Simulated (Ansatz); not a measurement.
# BH7OSi: ionisation energy by level of theory

The task here is to estimate one member of a computed series from the others.

Program: Ansatz 0.2.0, Gaussian basis. Level of theory: unrestricted cation, the program's frozen cores in correlated methods. These are calculated values, not measurements.

Plan: UKS PBE-D4/def2-TZVPP; UKS r2SCAN-D4/def2-TZVPP; UKS PBE0-D4/def2-TZVPP; UKS B3LYP-D4/def2-TZVPP; UKS wB97X-V/def2-TZVPP; UKS wB97M-V/def2-TZVPP; UKS B2PLYP/def2-TZVPP; UHF-CCSD(T)/def2-TZVPP; UHF-MP2/def2-QZVPP; extrapolation to the limit; then −ε(HOMO) from the neutral's earlier runs with LDA (SPW92), PBE-D4, revPBE-D4, BLYP-D4, r2SCAN-D4, B97M-V, PBE0-D4, B3LYP-D4, r2SCANh-D4, r2SCAN0-D4, HSE06-D4, BHLYP-D4, CAM-B3LYP-D4, LC-ωPBE, ωB97X-V, ωB97M-V.

### Structure used throughout

An earlier PBE0-D4 in a triple-zeta def2 set relaxation fixed the geometry.

SMILES `[BH3-][OH+][SiH3]`, 10 atoms, charge 0, spin multiplicity 1.

Atoms are counted from 1 here; the program's logs count them from 0.

Bond lengths: B1–O2 1.654 Å, B1–H4 1.208 Å, B1–H5 1.203 Å, B1–H6 1.218 Å, O2–Si3 1.699 Å, O2–H7 0.960 Å, Si3–H8 1.476 Å, Si3–H9 1.473 Å, Si3–H10 1.486 Å. Angles: O2–B1–H4 104.8°, O2–B1–H5 105.5°, O2–B1–H6 100.1°, H4–B1–H5 116.3°, H4–B1–H6 113.5°, H5–B1–H6 114.3°, B1–O2–Si3 110.3°, B1–O2–H7 114.0°, Si3–O2–H7 119.7°, O2–Si3–H8 110.6°, O2–Si3–H9 106.9°, O2–Si3–H10 104.0°, H8–Si3–H9 113.4°, H8–Si3–H10 110.3°, H9–Si3–H10 111.2°.

The first run:

File in.yaml:

```yaml
crystal:
  periodic: [false, false, false]
  atoms:
    - {symbol: B, position_ang: [-1.052076, 0.637004, -0.702980]}
    - {symbol: O, position_ang: [0.558349, 0.314431, -0.508694]}
    - {symbol: Si, position_ang: [0.810141, -0.603398, 0.898896]}
    - {symbol: H, position_ang: [-1.439894, -0.189409, -1.493539]}
    - {symbol: H, position_ang: [-1.110208, 1.783958, -1.060067]}
    - {symbol: H, position_ang: [-1.447197, 0.444886, 0.432858]}
    - {symbol: H, position_ang: [1.008469, 0.072564, -1.321834]}
    - {symbol: H, position_ang: [-0.076575, -1.783492, 0.914423]}
    - {symbol: H, position_ang: [0.601358, 0.300844, 2.042154]}
    - {symbol: H, position_ang: [2.230834, -1.028487, 0.801584]}
basis:
  gaussian: {orbitals: def2-TZVPP}
total_charge: 1
magnetization: {spin_polarized: true, initial_magnetization: 1}
hamiltonian: {xc: pbe, dispersion: d4}
```

The run is started by

```
ansatz run in.yaml --threads 4 --pin off --events-out ev --progress --plain --max-ram 10444MiB
```

Steps of the session up to this table: Cation, UKS PBE-D4/def2-TZVPP; Cation, UKS r2SCAN-D4/def2-TZVPP; Cation, UKS PBE0-D4/def2-TZVPP; Cation, UKS B3LYP-D4/def2-TZVPP; Cation, UKS wB97X-V/def2-TZVPP; Cation, UKS wB97M-V/def2-TZVPP; Cation, UKS B2PLYP (frozen core)/def2-TZVPP; Cation, UHF-CCSD(T)/def2-TZVPP; Cation, UHF-MP2/def2-QZVPP.

One table of the session follows, with a row left open; its other results are not shown here.

Orbital estimates, from the neutral's runs:

| functional | −ε(HOMO) (eV) |
| --- | --- |
| LDA (SPW92) | 6.72 |
| PBE-D4 | 6.69 |
| revPBE-D4 | 6.66 |
| BLYP-D4 | 6.62 |
| r2SCAN-D4 | 7.01 |
| B97M-V | 7.13 |
| PBE0-D4 | ? |
| B3LYP-D4 | 7.90 |
| r2SCANh-D4 | 7.53 |
| r2SCAN0-D4 | 8.30 |
| HSE06-D4 | 7.68 |
| BHLYP-D4 | 9.46 |
| CAM-B3LYP-D4 | 9.57 |
| LC-ωPBE | 10.97 |
| ωB97X-V | 10.62 |
| ωB97M-V | 10.46 |

**Question.** Estimate the row for PBE0-D4.

As computed: −ε(HOMO) (eV): 8.09. In the column «−ε(HOMO) (eV)» it lies between B3LYP-D4 (7.90) and r2SCAN0-D4 (8.30).

To keep in mind: The cation may have settled in a state other than its lowest; no search over hole states beyond the program's own was made.
